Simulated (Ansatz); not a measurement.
A made-up structure of AlBH₃Cl, singlet:

```xyz
6
angstrom
Al -0.7749 0.4364 -0.5782
B 0.6903 -0.3407 0.7573
Cl 1.9462 -1.3659 0.0839
H -2.1068 -0.3792 -0.8829
H 0.8744 0.7182 1.1665
H 0.7863 -0.1756 1.9390
```

It is relaxed with PBE-D4/def2-SVP and then PBE0-D4/def2-TZVP (Ansatz 0.2.0). Atoms count as bonded within 1.22 times the sum of their covalent radii (H–H: 0.88 Å). The end point is not checked to be a true minimum.

Question: Does its bonding change? (A judgement: the text doesn't fix the answer.)

Answer: The calculation gives: Yes. Formed: Al1–Cl3; broken: B2–Cl3.

Where it ends: The first stage lowers the energy by 3.51 eV in 29 steps. It ends as AlBH₃Cl ([BH2][AlH][Cl]):
Al1  (-0.245, -0.531, -0.343)
B2  (0.622, 0.375, 1.359)
Cl3  (0.920, -2.012, -1.294)
H4  (-1.661, -0.232, -0.987)
H5  (1.309, 1.354, 1.286)
H6  (0.472, -0.061, 2.465)
(Å)

Labels in which every atom is bracketed show which atoms are joined, not bond orders.

For scale, one of the runs: PBE0-D4/def2-TZVP relaxation, 123 basis functions, launched by `ansatz run in.yaml --threads 2 --pin off --events-out ev --progress --plain --max-ram 4352MiB`. The run took about 12 s on 2 CPU threads of an Arm Neoverse V1 (shared host).
